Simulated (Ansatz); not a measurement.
Problem. Name a neutral molecule of C, O and H with HOMO–LUMO gap (B3LYP/def2-TZVPP) between 6.60 and 6.90 eV and LUMO energy (ωB97M-V/def2-TZVPP) between 1.95 and 2.25 eV (Ansatz, PBE0-D4/def2-TZVP geometry).

Solution. `OC#CO` (6.81 eV, 2.13 eV). Other molecules can fit too; these were computed, each in one conformer that needn't be the lowest.

B3LYP here is the variant with VWN-RPA as its local correlation; programs differ in this.
